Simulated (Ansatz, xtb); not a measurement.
**CH5LiSi: which of two structures lies lower**

Structure a: `[Li][CH2][SiH3]`, a singlet. Structure b: a singlet given by its coordinates. Both are isolated molecules in the gas phase, relaxed with B3LYP/6-31G*.

a (Å):

```tsv
atom	x (Å)	y (Å)	z (Å)
C	-2.4688	-0.8103	0.6949
Li	-3.6134	-2.4045	0.9632
Si	-0.8856	-1.3155	-0.1137
H	-2.9967	-0.0728	0.0709
H	-2.2650	-0.3299	1.6642
H	-0.1585	-2.3360	0.7158
H	-1.1446	-1.9888	-1.4320
H	0.1521	-0.2702	-0.4212
```

b (Å):

```xyz
8

C    -0.5920   -1.4150   -0.2336
Li   -0.9288   -0.9674    1.6783
Si    0.6411   -0.0627   -0.1237
H     0.5823    1.1443   -1.0079
H    -1.4454   -1.1735   -0.8793
H     0.4125    0.5855    1.2739
H    -0.1574   -2.3663   -0.5537
H     2.0670   -0.4970   -0.0213
```

Close contacts (Å): C1–Li2 1.99, C1–Si3 1.83, Li2–Si3 2.56, C1–H5 1.10, C1–H7 1.09, Li2–H6 2.09, Si3–H4 1.50, Si3–H6 1.56, Si3–H8 1.49.

Estimate E(b) − E(a) at the level CCSD(T)/def2-TZVPP.

Too close to call at this level: CCSD(T)/def2-TZVPP gives E(b) − E(a) = +0.015 eV.

How the difference moves with the method:

| level | geometry | E(b) − E(a) (eV) | departure from the last row (eV) | job, with rough time for the two |
| --- | --- | --- | --- | --- |
| B3LYP/6-31G* | B3LYP/6-31G* | +0.028 | +0.013 | optimisation, 75 s |
| HF/def2-TZVPP | B3LYP/6-31G* | +0.051 | +0.036 | part of the CCSD(T) run |
| MP2/def2-TZVPP | B3LYP/6-31G* | +0.017 | +0.002 | part of the CCSD(T) run |
| CCSD(T)/def2-TZVPP | B3LYP/6-31G* | +0.015 |  | single point, 68 s |

The largest departure from CCSD(T)/def2-TZVPP is that of HF/def2-TZVPP, 0.036 eV. Levels run at GFN2-xTB geometries aren't shown.

With harmonic frequencies from B3LYP/6-31G* (ideal gas, rigid rotor, one conformer each, 298.15 K, 1 atm): on the last row, ΔE + ΔZPE = +0.005, ΔH = +0.004, ΔG = +0.010 eV.

The correlated steps freeze 6 core orbitals; the last core shell of Li is correlated, in a basis made for valence electrons. Mirror images aren't counted in ΔG. Run with Ansatz 0.2.0; the last row on 1 thread of Arm Neoverse V1 on a shared host.
